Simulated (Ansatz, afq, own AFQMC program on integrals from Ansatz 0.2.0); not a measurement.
# SiH$_{4}$F, doublet in cc-pVTZ, levels against AFQMC with the constraint released

```json
{"atom": "Si", "x (Å)": "-1.0149", "y (Å)": "0.0000", "z (Å)": "0.0000"}
{"atom": "H", "x (Å)": "-1.5098", "y (Å)": "1.3997", "z (Å)": "0.0000"}
{"atom": "H", "x (Å)": "-1.5098", "y (Å)": "-0.6999", "z (Å)": "1.2122"}
{"atom": "H", "x (Å)": "-1.5098", "y (Å)": "-0.6999", "z (Å)": "-1.2122"}
{"atom": "H", "x (Å)": "0.7081", "y (Å)": "0.0000", "z (Å)": "0.0000"}
{"atom": "F", "x (Å)": "1.7031", "y (Å)": "0.0000", "z (Å)": "0.0000"}
```

Connectivity, by distances: SiH3 ··· F, 1 bridging H.

Basis cc-pVTZ. Noble-gas cores (and the filled d shells of Ga–Kr and In–Xe) are frozen. Ansatz 0.2.0 and our own AFQMC program on the same integrals; the CISD trial comes from CCSD amplitudes, and released means the phaseless constraint is let go. Error bars are statistical, one sigma.

Determinant: UHF, the one that the program's search chose, which needn't be the lowest solution. The geometry is a point of a scan.

No full CI on the walks' own integrals is used here. The released AFQMC energy serves as the reference, which it does only where one determinant dominates, the energy is flat over the last release times and near the phaseless one (40 meV or 2 meV an electron, half that with transition metals). On small molecules, where full CI could be run and the noise was under 10 meV, such values lay within 10 meV of it in 19 cases of 20, a flattering rate, since the rule was set on those same cases; what remains of the bias isn't in the error bar.

Cautions: the released value is read at 1.50 1/Eh with a noise of 11 meV, more than in the cases checked (meV from the phaseless value at times in 1/Eh: -12 ± 8 at 0.24, -16 ± 7 at 0.51, -18 ± 9 at 0.99, -10 ± 11 at 1.50).

```
T1 diagnostic                               : 0.0139
weight of the determinant in the CISD state : 0.876
⟨S²⟩ of the determinant                     : 0.761
size of the correlated space                : 15 electrons in 114 orbitals
```

| level | correlation energy (eV) |
| --- | --- |
| MP2 | -10.8901 |
| CCSD | -11.6344 |
| CCSD(T) | -11.9518 |

Problem. Estimate where phaseless AFQMC with the Hartree–Fock trial lies against CCSD(T) on the same integrals.

Solution. 4.4 ± 3.0 kJ/mol below CCSD(T). The gap is under twice the noise, so this walk alone can't tell the two apart.

Reference: AFQMC with the constraint released, correlation energy -11.972 ± 0.011 eV.

```
        level  E − E(reference) (kJ/mol)  share of correlation (%)
      CCSD(T)                  1.9 ± 1.0                     99.83
  ph-AFQMC/HF                 -2.4 ± 3.2                    100.21
ph-AFQMC/CISD                  1.0 ± 1.2                     99.92
```

A walk keeps the symmetry of its determinant, which the program's search chose and which needn't be the lowest solution, so a lower state of the same spin and another symmetry isn't excluded. Released energies are given only where the last usable release times agree within the noise; a slower fall can still hide under it.
